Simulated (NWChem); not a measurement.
ammonia (NH$_{3}$); SMILES N

```xyz
4

N      0.0000     0.0000     0.1186
H      0.6642     0.6642    -0.2768
H      0.2431    -0.9073    -0.2768
H     -0.9073     0.2431    -0.2768
```
Atoms are numbered in this order, from 1.

Program: NWChem. Pople sets run with spherical d functions. Coordinates come from a B3LYP/6-31G* (spherical d) optimisation. Total energies compare along this basis series because the functional is fixed.

```csv
level,basis functions,energy (Ha),highest occupied level (eV),orbital gap (eV),dipole (D)
PBE0/STO-3G,8,-55.7281,-4.26,15.32,1.86
PBE0/3-21G,15,-56.1590,…,9.78,…
PBE0/6-31G*,20,-56.4762,-7.18,9.82,1.94
PBE0/6-31+G*,24,-56.4838,-7.66,8.47,1.96
PBE0/6-311G**,36,-56.5038,-7.36,8.84,1.76
PBE0/6-311++G**,43,-56.5096,-7.72,7.57,1.81
PBE0/def2-TZVPD,64,-56.5149,-7.76,8.11,1.56
PBE0/def2-QZVP,147,-56.5200,-7.75,8.41,1.60
```

**Question.** Complete the blanks.

**Answer.** 
- PBE0/3-21G, highest occupied level (eV): -6.35
- PBE0/3-21G, dipole (D): 2.19
